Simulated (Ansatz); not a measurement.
Two shapes of triplet CH2S.

Shape 1:

```xyz
4

C    -0.6198    0.5930    0.5749
S     0.3407   -0.3125   -0.3181
H    -0.8046    1.6422    0.3544
H    -1.1400    0.2040    1.4473
```

Shape 2:

```xyz
4

C     0.6119   -0.8175    0.0323
S    -0.3502    0.4679   -0.0185
H     0.2215   -1.8462    0.0880
H     1.7103   -0.7348    0.0140
```

Basis set: def2-SVP (spherical functions). Correlated methods keep 6 orbitals frozen. Charge 0, multiplicity 3.

Computed with Ansatz (development build ahead of 0.2.0); each method stands on the lowest determinant of its kind that the runs found.

(1) Which shape is lower in energy, and by how much in each method?

Results:

(1)

| method | E(2) − E(1) (eV) |
| --- | --- |
| UHF | -0.040 |
| UHF-MP2 | -0.037 |

Shape 2 is lower. Caution: another spin multiplicity may lie lower.
